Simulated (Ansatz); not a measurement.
Ideal-gas functions of CH₃FS₂, SMILES `FC(S)S` at 298.15 K and 1 bar, from an Ansatz frequency run at PBE0-D4/def2-TZVP.

Molar mass 98.17 g/mol, point group C1 (symmetry number 1), electronic degeneracy 1, moments of inertia 77.714, 153.242, 218.156 u Å². Harmonic wavenumbers (cm⁻¹, unscaled): 146, 230, 307, 335, 420, 676, 795, 908, 968, 1079, 1213, 1325, 2681, 2722, 3111.

Use S(trans) = R[1.5 ln M + 2.5 ln T − 1.1517]; rotational temperatures θ = 24.2544 K / I; S(rot) = R[ln(√π/σ · √(T³/θAθBθC)) + 1.5]; for each mode x = 1.438777 ν̃/T, S = R[x/(eˣ − 1) − ln(1 − e⁻ˣ)] and H = RT x/(eˣ − 1); 1 cm⁻¹ = 0.0119627 kJ/mol; R = 8.31446 J/(mol·K).

By hand: the entropy, in J/(mol·K).

Translation 166.1. Rotation: θ = 0.3121, 0.1583, 0.1112 K, giving 109.9. Vibration, mode by mode: 11.40, 7.86, 5.77, 5.17, 3.73, 1.41, 0.88, 0.57, 0.45, 0.28, 0.16, 0.10, 0.00, 0.00, 0.00, in all 37.8. Electronic 0.0. Sum 313.8 J/(mol·K).

By hand: H − E and G − E in kJ/mol, counted from the electronic energy.

Zero-point energy ½ × 16916 × 0.0119627 = 101.2; thermal vibration 6.8; translation, rotation and pV give 4 RT = 9.9. H − E = 117.9 kJ/mol, and G − E = 117.9 − 298.15 × 313.8/1000 = 24.3 kJ/mol.

Vibration gives 12 % of the entropy, 11.4 J/(mol·K) of it from the mode under 150 cm⁻¹: soft modes count most, and the harmonic formula is weakest for them. The sum counts one conformer and one mirror image; others add a mixing term.
